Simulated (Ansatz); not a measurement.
Worked example: correlation energy of AlGeH₃ (H-bridged), triplet

Geometry: that of the AlGeH3 (H-bridged), singlet, kept fixed. The singlet lies 3.0 eV lower here.

```yaml
atoms:
  - { symbol: Ge, position_ang: [-0.0422, 0.0000, 0.6623] }
  - { symbol: Al, position_ang: [0.0200, 0.0000, -1.8257] }
  - { symbol: H, position_ang: [0.7497, -1.0660, -0.3437] }
  - { symbol: H, position_ang: [0.7497, 1.0660, -0.3437] }
  - { symbol: H, position_ang: [1.0071, 0.0000, 1.8288] }
```

Basis cc-pVDZ; Ansatz 0.2.0. Correlated methods freeze the noble-gas cores and the filled d shells of p-block atoms, which leaves 10 electrons in 41 orbitals. Prefix R: restricted or restricted open-shell reference; prefix U: unrestricted. No spin–orbit coupling is included, and no scalar relativity.

Full CI isn't at hand for all of this; UCCSDT(Q) serves as the reference, and is uncertain by about the last step of the cluster series.

Runs differ by some tens of microhartree through their thresholds and, for an open shell, their frozen cores, so steps under 0.03 kcal/mol mean nothing.

| level | total energy (hartree) |
| --- | --- |
| UHF | -2318.853580 |
| UMP2 | -2318.991206 |
| UCCSD | -2319.026122 |
| UCCSD(T) | -2319.032025 |
| UCCSDT | -2319.033451 |
| UCCSDT(Q) | -2319.033780 |

Task: What is the correlation energy at UCCSDT(Q), and what share of it do UMP2 and UCCSD recover?

Result: E(corr) = -2319.033780 − (-2318.853580) = -0.180200 hartree = -4.903 eV. UMP2: -0.137626 / -0.180200 = 76.37 %. UCCSD: -0.172542 / -0.180200 = 95.75 %.

Task: By how many kcal/mol does UCCSD(T) miss UCCSDT(Q) (1 hartree = 627.509 kcal/mol), and which steps make up the rest?

Result: -2319.032025 − (-2319.033780) = 0.001755 hartree = 1.10 kcal/mol. Steps: UCCSDT − UCCSD(T) = -0.89, UCCSDT(Q) − UCCSDT = -0.21 kcal/mol. Differences between like states or geometries often cancel part of this.
